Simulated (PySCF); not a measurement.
```xyz
5

Cl    -1.4789    -0.8367    -0.0927
C     -0.0008     0.1504     0.0100
Cl     1.4880    -0.8255    -0.0184
H     -0.0263     0.6960     0.9454
H      0.0180     0.8159    -0.8444
```

Charge 0, multiplicity 1.

### Question
Give the Mulliken and meta-Löwdin atomic charges from ωB97X-D3(BJ)/def2-TZVP // B3LYP-D3(BJ)/def2-TZVP (PySCF 2.14.0).

### Answer

```tsv
atom	Mulliken (e)	meta-Löwdin (e)
Cl1	-0.10	-0.09
C2	-0.11	-0.14
Cl3	-0.10	-0.09
H4	0.15	0.15
H5	0.15	0.15
```
